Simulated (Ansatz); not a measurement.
## hcp Ti

Method: r²SCANh (Ansatz, a quantum-chemistry and plane-wave program, PAW).

Run with plane-wave cutoff 520 eV, 12×12×6 k mesh (along the axes of the cell as run), Fermi–Dirac smearing 0.05 eV, no spin polarisation, scalar-relativistic PAW data made under PBE.

Cell (relaxed at this level):

```cif
data_Ti2
_chemical_formula_sum 'Ti2'
_space_group_name_H-M_alt 'P63/mmc'
_space_group_IT_number 194
_space_group_name_Hall '-P 6c 2c'
_cell_length_a 2.92468
_cell_length_b 2.92468
_cell_length_c 4.65863
_cell_angle_alpha 90.000
_cell_angle_beta 90.000
_cell_angle_gamma 120.000
loop_
_atom_site_label
_atom_site_type_symbol
_atom_site_symmetry_multiplicity
_atom_site_Wyckoff_symbol
_atom_site_fract_x
_atom_site_fract_y
_atom_site_fract_z
_atom_site_occupancy
Ti1 Ti 2 c 0.33333 0.66667 0.25000 1
```

```yaml
lattice_parameter_a: 2.925 Å
lattice_parameter_c: 4.659 Å
```

Measured, for comparison: lattice constant a 2.950 Å, lattice parameter c 4.683 Å (293 K, not corrected to a static lattice; as tabulated in Wikipedia's data pages). Computed (rounded) less measured: lattice constant a -0.8 %, lattice parameter c -0.5 %. A static lattice is as a rule a little smaller and stiffer than an uncorrected measurement, which narrows the difference in the lattice constant a, lattice parameter c and would widen misses of the other sign.

The result took very roughly 40 core-minutes.
